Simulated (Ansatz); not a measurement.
A structure relaxed at r2SCAN-D4/def2-TZVPD in Ansatz, charge -1, doublet:

```xyz
4

Si   -0.088   -1.187    0.268
Si   -0.317    0.365   -1.369
H     0.555    1.337   -0.543
H    -0.150   -0.514    1.644
```

Q: Give its formula.

A: Si2H2⁻.

Q: Summarise the bond lengths by kind (pairs closer than 1.2 times the sum of covalent radii, bridged metal pairs left out).

A: 1 × Si–Si 2.27 Å; 2 × H–Si 1.53 to 1.54 Å.

The highest occupied level of the charge -1 doublet lies above zero (up to 0.28 eV). The electron is either unbound and held by the finite basis, or the level is raised by self-interaction error. Another isomer (doublet) lies 0.33 eV lower at PBE0-D4/def2-TZVPD; other spin states weren't run for this one.
